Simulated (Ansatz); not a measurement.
Geometry optimisation, UKS r2SCAN-D4/STO-3G in Ansatz.

The input (input.yaml):

```yaml
crystal:
  periodic: [false, false, false]
  atoms:
    - { symbol: F, position_ang: [-0.19385, -1.49394, 0.89593] }
    - { symbol: C, position_ang: [-0.46477, -0.58684, -0.04953] }
    - { symbol: Si, position_ang: [0.57142, 0.85347, -0.14496] }
    - { symbol: H, position_ang: [-1.51971, -0.62479, -0.352] }
    - { symbol: H, position_ang: [1.60691, 1.8521, -0.34944] }
total_charge: 1
magnetization:
  spin_polarized: true
basis:
  gaussian: { orbitals: STO-3G }
hamiltonian:
  xc: r2scan
  dispersion: d4
relax:
  f_tol: 0.02
  max_steps: 40
```

Run as:

```bash
$ ansatz run input.yaml --threads 1 --pin off --max-ram 2048MiB --backend cpu --events-out ev --progress --plain --runs-dir out
```

Question: Where does it end, and by what steps?

Answer: The forces met the threshold. Limits of this set-up: minimal basis, the dipole of an ion depends on the origin. After 11 steps the energy has fallen by 1.422 eV; Si3 moved furthest, 0.76 Å.

```json
{"step": "0", "energy less start (eV)": "0.0000", "largest force component (eV/Å)": "1.686", "accepted": "yes"}
{"step": "1", "energy less start (eV)": "-0.3025", "largest force component (eV/Å)": "1.489", "accepted": "yes"}
{"step": "2", "energy less start (eV)": "-0.6263", "largest force component (eV/Å)": "2.548", "accepted": "yes"}
{"step": "3", "energy less start (eV)": "-0.9684", "largest force component (eV/Å)": "1.633", "accepted": "yes"}
{"step": "4", "energy less start (eV)": "-1.2322", "largest force component (eV/Å)": "1.472", "accepted": "yes"}
{"step": "5", "energy less start (eV)": "-1.3910", "largest force component (eV/Å)": "0.959", "accepted": "yes"}
{"step": "6", "energy less start (eV)": "-1.4163", "largest force component (eV/Å)": "0.513", "accepted": "yes"}
{"step": "7", "energy less start (eV)": "-1.4200", "largest force component (eV/Å)": "0.231", "accepted": "yes"}
{"step": "8", "energy less start (eV)": "-1.4210", "largest force component (eV/Å)": "0.073", "accepted": "yes"}
{"step": "9", "energy less start (eV)": "-1.4213", "largest force component (eV/Å)": "0.095", "accepted": "yes"}
{"step": "10", "energy less start (eV)": "-1.4218", "largest force component (eV/Å)": "0.026", "accepted": "yes"}
{"step": "11", "energy less start (eV)": "-1.4218", "largest force component (eV/Å)": "0.012", "accepted": "yes"}
```

```xyz
5
Properties=species:S:1:pos:R:3
F -0.112 -1.547 0.758
C -0.327 -0.433 0.070
Si 0.332 1.289 0.430
H -1.240 -0.527 -0.598
H 1.348 1.217 -0.661
```

Whether the end is a true minimum wasn't checked by a vibrational analysis.

The run took 19 s on 1 thread of Intel(R) Xeon(R) Platinum 8488C (Sapphire Rapids), with other jobs on the host, peak memory 0.17 GiB.
